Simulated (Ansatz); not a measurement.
BFH₄Si (`FB[SiH3]`). Charge 0, multiplicity 1. All single points use the PBE0-D4/def2-TZVP geometry.

```xyz
7

F     1.226    1.160    1.395
B     0.831    0.020    0.857
Si   -0.590   -0.016   -0.600
H     1.363   -0.975    1.275
H    -1.682   -0.942   -0.188
H     0.022   -0.568   -1.842
H    -1.170    1.320   -0.898
```

(1) What is the dipole moment at r2SCAN/def2-TZVPP? (Best estimate.)

(2) And with PBE, B3LYP, ωB97M-V? (Estimate.)

(3) Give the Mulliken charges with r2SCAN, ωB97M-V, B3LYP in def2-TZVPP. (An estimate is asked.)

Results:

(1) Computed: 0.48 D, with components (-0.05, -0.47, -0.10) D in this frame, pointing from negative to positive charge.

(2) The calculation gave: PBE 0.42 D, B3LYP 0.53 D, ωB97M-V 0.49 D.

(3) Ansatz gave: 
```json
{"atom": "F1", "r2SCAN": "-0.22", "ωB97M-V": "-0.20", "B3LYP": "-0.21"}
{"atom": "B2", "r2SCAN": "0.30", "ωB97M-V": "0.22", "B3LYP": "0.29"}
{"atom": "Si3", "r2SCAN": "0.16", "ωB97M-V": "0.02", "B3LYP": "0.11"}
{"atom": "H4", "r2SCAN": "-0.04", "ωB97M-V": "0.03", "B3LYP": "0.00"}
{"atom": "H5", "r2SCAN": "-0.07", "ωB97M-V": "-0.02", "B3LYP": "-0.06"}
{"atom": "H6", "r2SCAN": "-0.07", "ωB97M-V": "-0.02", "B3LYP": "-0.06"}
{"atom": "H7", "r2SCAN": "-0.07", "ωB97M-V": "-0.02", "B3LYP": "-0.06"}
```

B3LYP here is the variant with VWN-RPA as its local correlation; programs differ in this.
